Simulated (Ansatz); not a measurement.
Zinc-blende MgS (metastable phase) was calculated with B3LYP (VWN-RPA form) (PAW; Ansatz, a first-principles code).

Settings: plane-wave cutoff 460 eV, 8×8×8 k mesh, Fermi–Dirac smearing 0.01 eV, scalar-relativistic PAW data made under PBE.

The cell has the measured lattice parameters. Conventional cell: a = 5.6220 Å, b = 5.6220 Å, c = 5.6220 Å, α = 90.00°, β = 90.00°, γ = 90.00°.

```
MgS
1.0
    0.00000    -2.81100     2.81100
    2.81100    -2.81100     0.00000
    2.81100     0.00000     2.81100
Mg S
1 1
Direct
  0.00000   0.00000   0.00000
  0.25000   0.25000   0.25000
```

Question: List the 5 lowest band energies at Γ above −25 eV (eV, relative to the valence band maximum), grouping those that round alike.

Answer: At Γ: -12.30, 0.00 (×3), 5.10.

Note: cell and atoms aren't relaxed at this level (pressure 2.6 GPa).
